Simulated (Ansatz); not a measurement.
```yaml
crystal:
  periodic: [false, false, false]
  atoms:
    - {symbol: Cr, position_ang: [0.000000, 0.000000, 0.000000]}
    - {symbol: S, position_ang: [0.000000, 0.000000, 2.440000]}
basis:
  gaussian: {orbitals: def2-TZVP}
total_charge: 1
magnetization: {spin_polarized: true, initial_magnetization: 3}
hamiltonian: {xc: pbe0}
relax: {f_tol: 0.004, max_steps: 80}
```

```sh
$ ansatz run in.yaml --threads 1 --pin off --events-out ev --progress --plain --max-ram 2176MiB
```

Steps of the relaxation (energy above the last step; positions in Å, forces in eV/Å):

```
2
step 1, 345.1 meV
Cr    0.000    0.000    0.000    0.000    0.000    1.650
S     0.000    0.000    2.440    0.000    0.000   -1.650
```

```
2
step 2, 53.0 meV
Cr    0.000    0.000    0.106    0.000    0.000    0.912
S     0.000    0.000    2.334    0.000    0.000   -0.912
```

```
2
step 3, 39.3 meV
Cr    0.000    0.000    0.200    0.000    0.000   -1.052
S     0.000    0.000    2.240    0.000    0.000    1.052
```

```
2
step 6, 0.0 meV
Cr    0.000    0.000    0.160    0.000    0.000    0.000
S     0.000    0.000    2.280    0.000    0.000    0.000
```

Close pairs at the end: Cr1–S2 2.120 Å.

A stationary point of unrestricted PBE0 after 6 steps, with ⟨S²⟩ = 4.936 against 3.75 for a pure state. 40 s on 1 thread of Intel Xeon 6975P-C, shared host.
